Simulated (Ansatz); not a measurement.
Energy needed to pull apart CH₂BN (SMILES B=C=N), singlet, into free ground-state atoms, from the structure below (displaced at random from a GFN2-xTB minimum); no zero-point or spin–orbit terms; open-shell atoms are treated unrestricted, in their ground-state multiplicity.

| atom | x (Å) | y (Å) | z (Å) |
| --- | --- | --- | --- |
| B1 | -0.7372 | 0.6294 | -0.7583 |
| C2 | 0.0164 | -0.1929 | 0.0528 |
| N3 | 0.6426 | -0.9984 | 0.7833 |
| H4 | -1.4076 | 1.2235 | -1.4692 |
| H5 | 1.4362 | -0.6615 | 1.3424 |

Program: Ansatz 0.2.0. Basis: def2-TZVPP. Cores are frozen in the correlated methods.

```csv
method,atomization energy (kcal/mol)
SPW92,519.5
PBE-D4,?
r2SCAN-D4,442.4
PBE0-D4,444.6
BHLYP-D4,421.0
wB97M-V,442.7
HF,?
MP2,432.9
CCSD,409.6
CCSD(T),421.0
```

**Question.** What does HF give? (Judge from chemistry; the value comes from the calculation.)

**Answer.** By the calculation: 286.9 kcal/mol, which is about 134.1 kcal/mol less than CCSD(T)/def2-TZVPP.

**Question.** What does PBE-D4 give? (An estimate is asked for; the value comes from the calculation.)

**Answer.** By the calculation: 463.9 kcal/mol, which is about 42.9 kcal/mol more than CCSD(T)/def2-TZVPP.

In triple zeta the MP2 and coupled-cluster atomization energies are still short of their basis limit by a few kcal/mol a bond, whereas those of the functionals are nearly converged, so these differences are not deviations from converged CCSD(T).

T1 diagnostic: at most 0.018. The restricted Hartree–Fock reference is unstable towards an unrestricted one here.

For scale, one of the runs: CCSD(T)/def2-TZVPP forces, 121 basis functions (an equivalent command: `ansatz run in.yaml --threads 4`). The run took 17 s on 4 CPU threads (shared host), with 0.94 GiB of host memory at its peak.
